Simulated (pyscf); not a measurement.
PySCF, gas phase, ωB97X-D3(BJ)/def2-SVP geometries.

SMILES: [CH3][Sb]([CH3])[CH3]
```xyz
13

C     -0.9114    -1.7632     0.1226
Sb     0.5174    -0.2010    -0.2999
C      0.7067     0.4163     1.7600
C     -0.9844     1.2736    -0.7800
H     -0.4068    -2.6156     0.6020
H     -1.6994    -1.3874     0.7924
H     -1.3712    -2.1142    -0.8135
H      1.2479     1.3728     1.8180
H     -0.2883     0.5368     2.2142
H      1.2731    -0.3375     2.3276
H     -1.4320     1.0493    -1.7600
H     -1.7749     1.2749    -0.0144
H     -0.5274     2.2736    -0.8281
```

How much does it cost (ΔH, 298 K, ωB97M-D3(BJ)/def2-TZVP) to split H₃C–Sb(CH₃)–CH₃ at its C–Sb bond into CH₃• + H₃C–Sb•–CH₃?

C–Sb to CH₃• + H₃C–Sb•–CH₃: 58.6 kcal/mol. The 7 functionals that were run give +53.7 (r²SCAN) to +62.8 kcal/mol (ωB97X-D3(BJ)/def2-TZVP). Other isomers of H₃C–Sb•–CH₃ were not searched in full and may lie lower. Elements past Kr carry the def2 core potentials, without spin-orbit coupling.
